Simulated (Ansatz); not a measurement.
Input for Ansatz (development build ahead of 0.2.0):

```yaml
crystal:
  periodic: [false, false, false]
  atoms:
    - { symbol: C, position_ang: [0.0, 0.0, 0.0] }
    - { symbol: "N", position_ang: [0.0, 0.0, 1.2306] }
basis:
  gaussian: { orbitals: def2-SVP }
magnetization:
  spin_polarized: true
  initial_magnetization: 1
hamiltonian:
  xc: hf
correlation:
  method: mp2
  frozen_orbitals: { C: 1, "N": 1 }
```

The input is written out in the form of the current development build from the run's settings.

Results

```yaml
Converged: yes
Reference_energy: -92.12198 hartree
Correlation_energy: -0.20736 hartree
Total_energy: -92.32934 hartree
Spin_squared_of_the_determinant: 1.428
Stability_test: minimum
Occupied_orbitals_by_symmetry_in_an_Abelian_subgroup_alpha;_beta: 5 A1 1 B1 1 B2; 4 A1 1 B1 1 B2
```

Messages of the program:
```
mean field -2506.76683292 eV, -92.1219819623 hartree, gradient 6.0e-6 eV, S^2 1.428375; 10 other ends of a descent, 0 dependent functions left out
```

Caution: the unrestricted determinant is spin contaminated.
